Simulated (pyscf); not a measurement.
## Atom transfer: F–C(F)=C(F)–F + H• -> HF + F–C•=C(F)–F

Gas phase, doublet surface, charge 0. Bonds broken: F1–C2. Bonds formed: F1–H7. Optimised with ωB97X-D3(BJ)/def2-SVP in PySCF.

Transition state (Å):

```xyz
7

F     -1.7643     0.3754     0.3316
C     -0.1612     0.0701     0.2539
F      0.5018     0.7126     1.1743
C      0.3221    -0.7471    -0.6648
F     -0.4260    -1.3557    -1.5574
F      1.6017    -1.0449    -0.7927
H     -2.9550     0.6402     0.4414
```

One imaginary mode, 2027i cm⁻¹; descent along it reached the two sides named.

```tsv
bond	change	reactant side (Å)	saddle	product side
F1–C2	breaks	1.316	1.634	2.9
F1–H7	forms	3.2	1.225	0.925
```

Electronic energies relative to the separated reactants (eV):

```
level                   barrier  reaction energy  reverse barrier
----------------------  -------  ---------------  ---------------
ωB97X-D3(BJ)/def2-TZVP     1.86            -0.34             2.19
PBE/def2-TZVP              1.26            -0.33             1.60
r²SCAN/def2-TZVP           1.35            -0.46             1.80
B3LYP-D3(BJ)/def2-TZVP     1.43            -0.49             1.91
PBE0-D3(BJ)/def2-TZVP      1.63            -0.34             1.97
M06-2X/def2-TZVP           1.83            -0.38             2.20
ωB97M-D3(BJ)/def2-TZVP     1.75            -0.36             2.11
HF/def2-TZVP               2.61            -0.59             3.20
```

With ωB97M-D3(BJ)/def2-TZVP energies and thermal terms (ideal gas, 1 atm, RRHO with modes under 100 cm⁻¹ raised to 100, one conformer, R ln 2 for chiral ones without a mode under 150 cm⁻¹), in eV:

```
T (K)   ΔH‡   ΔG‡     ΔH     ΔG
-----  ----  ----  -----  -----
298    1.72  1.94  -0.23  -0.41
600    1.71  2.17  -0.25  -0.58
900    1.70  2.41  -0.29  -0.74
1200   1.69  2.64  -0.33  -0.88
```

This is the saddle that the search found; another between the same sides may lie lower. The angle at the transferred F is 177°.
